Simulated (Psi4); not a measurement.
**U-r2SCAN/aug-cc-pVDZ run of C2H5Si (SMILES C=C[SiH2])**

Aim: the vertical doublet–quartet gap of C2H5Si at U-r2SCAN/aug-cc-pVDZ, from 2 runs. 

The calculation is run with Psi4 1.11.

2 further runs of the same task are left out: 2 set aside as unsound or not needed.

## Step 1: The molecule

The species is C2H5Si (8 atoms), meant as a doublet with charge 0. As SMILES, `C=C[SiH2]`. Geometry: relaxed at PBE0-D4/def2-TZVP.

Bond lengths: C1–C2 1.338 Å, C2–Si3 1.837 Å, C1–H4 1.086 Å, C1–H5 1.086 Å, C2–H6 1.089 Å, Si3–H7 1.487 Å, Si3–H8 1.487 Å. Angles: C1–C2–Si3 124.1°, C1–C2–H6 118.0°, Si3–C2–H6 117.8°, C2–C1–H4 121.8°, C2–C1–H5 122.0°, C2–Si3–H7 112.1°, C2–Si3–H8 113.3°, H4–C1–H5 116.2°, H7–Si3–H8 112.2°.

## Step 2: A single-point energy at U-r2SCAN/aug-cc-pVDZ

The input, c2h5si.xyz:

```xyz
8
C2H5Si
C     -0.408600     0.930200    -0.877900
C     -0.357700     0.348900     0.326600
Si     0.886400    -0.913500     0.807600
H      0.266200     0.644900    -1.679900
H     -1.129000     1.708400    -1.111700
H     -1.056700     0.689200     1.089200
H      1.531500    -1.544100    -0.375100
H      0.360000    -1.921200     1.765400
```

The input, c2h5si_ase.py:

```python
import numpy as np
from ase.calculators.psi4 import Psi4
from ase.io import read

atoms = read('c2h5si.xyz')
calc = Psi4(atoms=atoms, method='r2scan', basis='aug-cc-pVDZ', memory='1600MB', num_threads=1, charge=0, multiplicity=2, label='calc', reference='uks')
calc.psi4.set_options({'puream': True, 'e_convergence': 1e-09, 'd_convergence': 1e-08, 'scf_type': 'pk', 'dft_radial_points': 99, 'dft_spherical_points': 590, 'maxiter': 200})
atoms.calc = calc

print(f'energy: {atoms.get_potential_energy():.6f} eV')
```

Started as:

```bash
$ python c2h5si_ase.py
```

calc.dat:

```text
[...]
  Running in c1 symmetry.
[...]
  Nuclear repulsion =   90.643212233150905
[...]
  Multiplicity = 2
[...]
  Nalpha       = 16
  Nbeta        = 15
[...]
    Number of basis functions: 118
[...]
   @UKS iter   1:  -367.91137798371562    1.88316e-02   8.38946e-03 DIIS/ADIIS
[...]
   @UKS iter  16:  -368.56054444010397   -6.02540e-12   7.59675e-09 DIIS
[...]
   @S^2 Observed:                7.713282918E-01
[...]
    Orbital Energies [Eh]
    ---------------------
    Alpha Occupied:
       1A    -65.846676     2A    -10.063157     3A    -10.052850
       4A     -5.212917     5A     -3.558698     6A     -3.554117
       7A     -3.553726     8A     -0.742658     9A     -0.565591
      10A     -0.488439    11A     -0.428605    12A     -0.380179
      13A     -0.324454    14A     -0.302335    15A     -0.281437
      16A     -0.187205
    Alpha Virtual:
      17A     -0.043483    18A      0.005417    19A      0.019834
      20A      0.025242    21A      0.031441    22A      0.038406
      23A      0.048677    24A      0.062017    25A      0.066361
[...]
  @UKS Final Energy:  -368.56054444010397
   => Energetics <=
    Nuclear Repulsion Energy =             90.6432122331509049
    One-Electron Energy =                -686.0366802528576500
    Two-Electron Energy =                 260.3252326528453295
    DFT Exchange-Correlation Energy =     -33.4923090732425877
    Empirical Dispersion Energy =           0.0000000000000000
    VV10 Nonlocal Energy =                  0.0000000000000000
    Total Energy =                       -368.5605444401039676
[...]
 Multipole Moments:
 ------------------------------------------------------------------------------------
     Multipole            Electronic (a.u.)      Nuclear  (a.u.)        Total (a.u.)
 ------------------------------------------------------------------------------------
 L = 1.  Multiply by 2.5417464519 to convert [e a0] to [Debye]
 Dipole X            :          1.1324391           -1.2933106           -0.1608714
 Dipole Y            :         -0.2797811            0.4620065            0.1822254
 Dipole Z            :          1.4635467           -1.5687222           -0.1051756
 Magnitude           :                                                    0.2648539
[...]
```

Standard output:

```text
energy: -10029.043248 eV
```

It took 2 min on 1 thread of AMD EPYC 9R45 (Zen 5), shared host; peak memory 0.85 GiB.

## Step 3: The quartet

The input, c2h5si.dat:

```
memory 1.6 GB

molecule {
  0 4
  C     -0.408600     0.930200    -0.877900
  C     -0.357700     0.348900     0.326600
  Si     0.886400    -0.913500     0.807600
  H      0.266200     0.644900    -1.679900
  H     -1.129000     1.708400    -1.111700
  H     -1.056700     0.689200     1.089200
  H      1.531500    -1.544100    -0.375100
  H      0.360000    -1.921200     1.765400
  symmetry c1
  no_reorient
  no_com
}

set basis aug-cc-pVDZ
set reference uks
set puream true
set e_convergence 1e-09
set d_convergence 1e-08
set scf_type pk
set dft_radial_points 99
set dft_spherical_points 590
set maxiter 200

E = energy('r2scan')
print_variables()
```

Started as:

```bash
$ psi4 c2h5si.dat c2h5si.out -n 1
```

c2h5si.out:

```text
[...]
  Running in c1 symmetry.
[...]
  Nuclear repulsion =   90.643212233150905
[...]
  Multiplicity = 4
[...]
  Nalpha       = 17
  Nbeta        = 14
[...]
    Number of basis functions: 118
[...]
   @UKS iter   1:  -367.52672843229698    4.03481e-01   9.10079e-03 ADIIS/DIIS
[...]
   @UKS iter  14:  -368.39559268663334   -1.35287e-11   8.98130e-09 DIIS
[...]
   @S^2 Observed:                3.764103379E+00
[...]
    Orbital Energies [Eh]
    ---------------------
    Alpha Occupied:
       1A    -65.849752     2A    -10.068736     3A    -10.066301
       4A     -5.215417     5A     -3.561501     6A     -3.556450
       7A     -3.556229     8A     -0.786276     9A     -0.585104
      10A     -0.498440    11A     -0.443276    12A     -0.393534
      13A     -0.353916    14A     -0.324701    15A     -0.311940
      16A     -0.201396    17A     -0.103235
    Alpha Virtual:
      18A     -0.004240    19A      0.013437    20A      0.018723
      21A      0.022147    22A      0.030384    23A      0.039617
      24A      0.050001    25A      0.058763    26A      0.065526
[...]
  @UKS Final Energy:  -368.39559268663334
   => Energetics <=
    Nuclear Repulsion Energy =             90.6432122331509049
    One-Electron Energy =                -685.6135798873696103
    Two-Electron Energy =                 260.1453959225717085
    DFT Exchange-Correlation Energy =     -33.5706209549862891
    Empirical Dispersion Energy =           0.0000000000000000
    VV10 Nonlocal Energy =                  0.0000000000000000
    Total Energy =                       -368.3955926866333357
[...]
 Multipole Moments:
 ------------------------------------------------------------------------------------
     Multipole            Electronic (a.u.)      Nuclear  (a.u.)        Total (a.u.)
 ------------------------------------------------------------------------------------
 L = 1.  Multiply by 2.5417464519 to convert [e a0] to [Debye]
 Dipole X            :        -15.0849646           14.7092502           -0.3757144
 Dipole Y            :         10.7506746          -10.4637915            0.2868831
 Dipole Z            :        -14.5966968           14.5253799           -0.0713170
 Magnitude           :                                                    0.4780683
[...]
```

Run time: 1.8 min. Hardware: 1 thread of AMD EPYC 9R45 (Zen 5), shared host; peak memory 0.83 GiB.

## Step 4: Outcome

At U-r2SCAN/aug-cc-pVDZ:

| quantity | value |
| --- | --- |
| doublet: total energy | -368.56054 Eh |
| doublet: dipole moment | 0.67 D |
| doublet: HOMO energy (highest over α and β) | -5.09 eV |
| doublet: LUMO energy (lowest over α and β) | -2.86 eV |
| doublet: ⟨S²⟩ | 0.771 |
| quartet: total energy | -368.39559 Eh |
| quartet: dipole moment | 1.22 D |
| quartet: HOMO energy (highest over α and β) | -2.81 eV |
| quartet: ⟨S²⟩ | 3.764 |
| vertical energy of the quartet above the doublet | 4.489 eV |

In words: At this shape the quartet lies 4.49 eV (433 kJ/mol) above the doublet.
